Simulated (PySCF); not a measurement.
Atomic charges against the basis set

N2O.
Bonds: N1–N2 (triple), N2–O3.

PBE0 throughout (PySCF), one geometry, spherical d and f functions. Geometry: PBE0-D3(BJ)/def2-SVP; no solvent, vibrations or thermal averaging.

Mulliken charges (e):

| basis | functions | N1 | N2 | O3 |
| --- | --- | --- | --- | --- |
| STO-3G | 15 | -0.063 | +0.133 | -0.069 |
| 6-31G | 27 | +0.049 | +0.341 | -0.390 |
| pcSseg-0 | 27 | +0.045 | +0.185 | -0.230 |
| 6-31G* | 42 | -0.103 | +0.572 | -0.469 |
| def2-SVP | 42 | -0.234 | +0.456 | -0.223 |
| cc-pVDZ | 42 | -0.092 | +0.358 | -0.266 |
| pcSseg-1 | 51 | -0.066 | +0.407 | -0.341 |
| aug-cc-pVDZ | 69 | -0.034 | +0.502 | -0.468 |
| 6-311+G(2d,p) | 81 | -0.134 | +0.355 | -0.222 |
| cc-pVTZ | 90 | -0.147 | +0.337 | -0.191 |
| def2-TZVP | 93 | -0.094 | +0.368 | -0.275 |
| IGLO-III | 105 | -0.014 | +0.127 | -0.112 |
| pcSseg-3 | 216 | -0.274 | +0.562 | -0.288 |

IAO charges (e):

```csv
basis,functions,N1,N2,O3
STO-3G,15,-0.137,+0.268,-0.131
6-31G,27,-0.150,+0.420,-0.270
pcSseg-0,27,-0.161,+0.424,-0.264
6-31G*,42,-0.180,+0.480,-0.300
def2-SVP,42,-0.180,+0.477,-0.297
cc-pVDZ,42,-0.176,+0.474,-0.298
pcSseg-1,51,-0.175,+0.478,-0.302
aug-cc-pVDZ,69,-0.181,+0.490,-0.309
"6-311+G(2d,p)",81,-0.182,+0.492,-0.309
cc-pVTZ,90,-0.182,+0.489,-0.307
def2-TZVP,93,-0.182,+0.491,-0.309
IGLO-III,105,-0.181,+0.491,-0.309
pcSseg-3,216,-0.182,+0.492,-0.310
```

Hirshfeld charges (e):

```tsv
basis	functions	N1	N2	O3
STO-3G	15	-0.117	+0.186	-0.069
6-31G	27	-0.089	+0.231	-0.142
pcSseg-0	27	-0.098	+0.234	-0.136
6-31G*	42	-0.095	+0.225	-0.130
def2-SVP	42	-0.101	+0.239	-0.138
cc-pVDZ	42	-0.095	+0.226	-0.131
pcSseg-1	51	-0.088	+0.223	-0.135
aug-cc-pVDZ	69	-0.084	+0.212	-0.128
6-311+G(2d,p)	81	-0.084	+0.210	-0.127
cc-pVTZ	90	-0.090	+0.219	-0.129
def2-TZVP	93	-0.088	+0.217	-0.129
IGLO-III	105	-0.085	+0.212	-0.127
pcSseg-3	216	-0.086	+0.214	-0.128
```

Problem. Which scheme is steadiest as the basis changes?

Solution. Largest range over the bases for any column: Hirshfeld 0.07 e, IAO 0.22 e, Mulliken 0.45 e. Hirshfeld charges move least and Mulliken charges most, counted in e. Without the minimal STO-3G basis the ranges are Hirshfeld 0.03, IAO 0.07, Mulliken 0.45 e.

Problem. How much do the charges still move between the two largest bases, IGLO-III and pcSseg-3?

Solution. At most, over all atoms: Mulliken 0.435 e, IAO 0.002 e, Hirshfeld 0.002 e.

Problem. What do the same runs give for the total energy, the frontier levels and the dipole moment?

Solution. 
| basis | energy (Eh) | HOMO (eV) | LUMO (eV) | μ (D) |
| --- | --- | --- | --- | --- |
| STO-3G | -181.9563 | -6.78 | 2.36 | 0.57 |
| 6-31G | -184.3710 | -9.65 | -0.51 | 0.17 |
| pcSseg-0 | -183.9910 | -9.93 | -0.74 | 0.06 |
| 6-31G* | -184.4627 | -9.60 | 0.01 | 0.05 |
| def2-SVP | -184.3265 | -9.70 | -0.13 | 0.02 |
| cc-pVDZ | -184.4846 | -9.54 | 0.07 | 0.02 |
| pcSseg-1 | -184.4498 | -9.82 | -0.25 | 0.05 |
| aug-cc-pVDZ | -184.4976 | -9.84 | -0.37 | 0.00 |
| 6-311+G(2d,p) | -184.5253 | -9.87 | -0.39 | 0.00 |
| cc-pVTZ | -184.5368 | -9.74 | -0.14 | 0.03 |
| def2-TZVP | -184.5454 | -9.81 | -0.25 | 0.02 |
| IGLO-III | -184.5437 | -9.85 | -0.33 | 0.02 |
| pcSseg-3 | -184.5558 | -9.84 | -0.35 | 0.01 |

The dipole is fixed by the density alone, so its range of 0.57 D shows that the density itself changes with the basis, not only its division among atoms.
